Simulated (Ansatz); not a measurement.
A nudged elastic band was laid between two geometries of BCl₂H (4 atoms, charge 0, multiplicity 1).

These are results of RKS B3LYP-D4/def2-SVP (Ansatz 0.2.0), not measurements.

```
movable images  : 9
climbing image  : yes
spring          : 5.0 eV/Å²
optimiser       : quadratic models (default)
start path      : through a guess of the saddle point
force threshold : 0.05 eV/Å
iteration limit : 60
end points      : relaxed
```

First end point:

```xyz
4
Properties=species:S:1:pos:R:3
B 0.339 0.000 0.052
Cl 0.666 0.000 1.768
H 1.252 0.000 -0.723
Cl -1.302 0.000 -0.546
```

Last end point:

```xyz
4
Properties=species:S:1:pos:R:3
B -0.164 0.000 -0.841
Cl 1.686 0.000 1.851
H 1.291 0.000 0.590
Cl -1.856 0.000 -1.048
```

Q: What changes between the two ends?

A: Bonds broken: B1–Cl2, B1–H3. Bonds formed: Cl2–H3. BCl2H becomes BCl + ClH.

Q: What energy profile does the band end with?

A: The run converged. The highest image is number 6 of 0 to 10, 3.84 eV above the first end and 0.11 eV above the last; the last end lies 3.73 eV above the first. A vibrational analysis at the climbing image gives one clearly imaginary mode, 551i cm⁻¹: a first-order saddle point. The orbitals stay closed-shell, which can raise the energy where a bond breaks towards radicals; this wasn't checked here.

| image | path coordinate (Å) | energy (eV) | B1–Cl2 (Å) | B1–H3 (Å) | Cl2–H3 (Å) |
| --- | --- | --- | --- | --- | --- |
| 0 | 0.00 | 0.00 | 1.75 | 1.20 | 2.56 |
| 1 | 0.24 | 0.22 | 1.77 | 1.18 | 2.34 |
| 2 | 0.48 | 0.97 | 1.90 | 1.16 | 2.15 |
| 3 | 0.71 | 2.15 | 2.11 | 1.16 | 2.01 |
| 4 | 0.95 | 3.17 | 2.33 | 1.18 | 1.89 |
| 5 | 1.19 | 3.70 | 2.51 | 1.25 | 1.73 |
| 6 | 1.43 | 3.84 | 2.66 | 1.40 | 1.55 |
| 7 | 1.66 | 3.79 | 2.84 | 1.64 | 1.39 |
| 8 | 1.90 | 3.75 | 3.05 | 1.87 | 1.34 |
| 9 | 2.13 | 3.73 | 3.18 | 2.00 | 1.32 |
| 10 | 2.37 | 3.73 | 3.27 | 2.04 | 1.32 |

Q: What is the geometry of the highest image?

A: 
```xyz
4
Properties=species:S:1:pos:R:3
B 0.110 0.000 -0.690
Cl 1.226 0.000 1.729
H 1.198 0.000 0.184
Cl -1.578 0.000 -0.672
```

Q: What are the harmonic wavenumbers there?

A: 551i, 124, 634, 665, 911, 1445 cm⁻¹.

The band took 11 iterations and of the order of 100 core-seconds.

The run took 100 s on 1 thread of AMD EPYC 7B13 (Zen 3) (shared host), peak memory 0.12 GiB.
